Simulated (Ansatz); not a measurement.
# Abstraction of F: C4H7F + MgH → C4H7 + MgHF

Species: C4H7F `FC1CCC1`, singlet; MgH, doublet; C4H7 (cyclobutyl radical) `[CH]1CCC1`, doublet; MgHF `[F][MgH]`, singlet. A radical takes F: the energy is the difference in strength between the C–F bond broken and the Mg–F bond made.

Shapes, held fixed at every level: PBE0-D4/def2-TZVP. Programs: Ansatz 0.2.0. The zero-point and thermal change to 298 K, harmonic and unscaled (PBE0-D4/def2-TZVP), is -9.6 kJ/mol.

```json
{"level": "PBE-D4/def2-TZVPP", "kind": "GGA", "ΔH(298 K) (kJ/mol)": "-95.4", "less CCSD(T)/def2-TZVPP": "+5.4"}
{"level": "r2SCAN-D4/def2-TZVPP", "kind": "meta-GGA", "ΔH(298 K) (kJ/mol)": "-113.0", "less CCSD(T)/def2-TZVPP": "-12.2"}
{"level": "B3LYP-D4/def2-TZVPP", "kind": "global hybrid", "ΔH(298 K) (kJ/mol)": "-109.9", "less CCSD(T)/def2-TZVPP": "-9.1"}
{"level": "BHLYP-D4/def2-TZVPP", "kind": "global hybrid", "ΔH(298 K) (kJ/mol)": "-110.5", "less CCSD(T)/def2-TZVPP": "-9.7"}
{"level": "r2SCAN0-D4/def2-TZVPP", "kind": "global hybrid", "ΔH(298 K) (kJ/mol)": "-110.8", "less CCSD(T)/def2-TZVPP": "-10.0"}
{"level": "B2PLYP/def2-TZVPP", "kind": "double hybrid", "ΔH(298 K) (kJ/mol)": "-112.3", "less CCSD(T)/def2-TZVPP": "-11.5"}
{"level": "CCSD/def2-TZVPP", "kind": "coupled cluster or CI", "ΔH(298 K) (kJ/mol)": "-105.2", "less CCSD(T)/def2-TZVPP": "-4.4"}
{"level": "CCSD(T)/def2-TZVPP", "kind": "coupled cluster or CI", "ΔH(298 K) (kJ/mol)": "-100.8", "less CCSD(T)/def2-TZVPP": "0.0"}
```

The highest level, CCSD(T)/def2-TZVPP, gives ΔH(298 K) = -100.8 kJ/mol; the levels span -113.0 to -95.4. The column of differences is taken from that level and isn't an error. No measured value is set beside it here. Open shells run unrestricted. Outer-core shells of Mg are correlated in most correlated rows, in sets that cover them unevenly.
